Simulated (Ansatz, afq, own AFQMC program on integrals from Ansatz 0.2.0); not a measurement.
## Where AFQMC and coupled cluster stand for NH₃F, doublet

```xyz
5

N    -1.1458   -0.0158   -0.0246
H    -1.4430    0.9520   -0.0246
H    -1.4430   -0.4181    0.8556
H     0.0302   -0.0158   -0.0246
F     0.9962   -0.0158   -0.0246
```

Connectivity, by distances: NH2 ··· F, 1 bridging H.

Basis cc-pVTZ. Only valence electrons are correlated. Ansatz 0.2.0 and our own AFQMC program on the same integrals; the CISD trial comes from CCSD amplitudes, and released means the phaseless constraint is let go. Uncertainties: one standard error, sampling alone.

Determinant: UHF, the one that the program's search chose, which needn't be the lowest solution. The geometry is a point of a scan.

No full CI on the walks' own integrals is used here. The released AFQMC energy serves as the reference, which it does only where one determinant dominates, the energy is flat over the last release times and near the phaseless one (40 meV or 2 meV an electron, half that with transition metals). On small molecules, where full CI could be run and the noise was under 10 meV, such values lay within 10 meV of it in 19 cases of 20, a flattering rate, since the rule was set on those same cases; what remains of the bias isn't in the error bar.

Cautions: the released value is read at 0.99 1/Eh, later times being too noisy (meV from the phaseless value at times in 1/Eh: -13 ± 8 at 0.24, -15 ± 8 at 0.51, -9 ± 9 at 0.99, -16 ± 19 at 1.50).

- T1 diagnostic: 0.0228
- weight of the determinant in the CISD state: 0.884
- ⟨S²⟩ of the determinant: 0.761
- size of the correlated space: 15 electrons in 100 orbitals

Reference: AFQMC with the constraint released, correlation energy -13.683 ± 0.009 eV.

| level | E − E(reference) (meV) | share of correlation (%) |
| --- | --- | --- |
| HF | 13683.3 ± 8.8 | 0.00 |
| MP2 | 894.2 ± 8.8 | 93.47 |
| CCSD | 418.0 ± 8.8 | 96.95 |
| CCSD(T) | 34.7 ± 8.8 | 99.75 |
| ph-AFQMC/CISD | 9.4 ± 10.3 | 99.93 |

A walk keeps the symmetry of its determinant, which the program's search chose and which needn't be the lowest solution, so a lower state of the same spin and another symmetry isn't excluded. Released energies are given only where the last usable release times agree within the noise; a slower fall can still hide under it.
